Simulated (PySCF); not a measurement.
Gas-phase reaction: 3 AlF₃ + 2 NH₂ + AlH₃.NH₃ = 3 AlF₃.NH₃ + AlH

Computed with PySCF and rigid-rotor harmonic-oscillator thermochemistry at 1 bar. † marks an energy on the PBE0/def2-TZVP geometry and frequencies. Open shells (unrestricted): NH₂ (multiplicity 2); the rest are closed-shell singlets. B3LYP is the form with VWN-RPA correlation. Adducts (AlH₃.NH₃, AlF₃.NH₃) have no counterpoise correction, and HF, PBE, BLYP, B3LYP and PBE0 lack dispersion. AlH₃.NH₃, AlF₃.NH₃: computed as isolated molecules; such fragments, hydroxides, amides, oligomers or adducts are transient or little studied in the gas.

```tsv
level	ΔH°(298 K), kJ
B3LYP/def2-TZVP†	(withheld)
BLYP/def2-TZVP†	-654
M06-2X/def2-TZVP†	-771
PBE/def2-TZVP†	-698
PBE0/def2-SVP†	(withheld)
r2SCAN/def2-TZVP†	(withheld)
LDA/def2-TZVP†	-849
```

Q: Some entries are withheld; supply them.

A: 
- B3LYP/def2-TZVP†, ΔH°(298 K), kJ: -676
- PBE0/def2-SVP†, ΔH°(298 K), kJ: -755
- r2SCAN/def2-TZVP†, ΔH°(298 K), kJ: -677
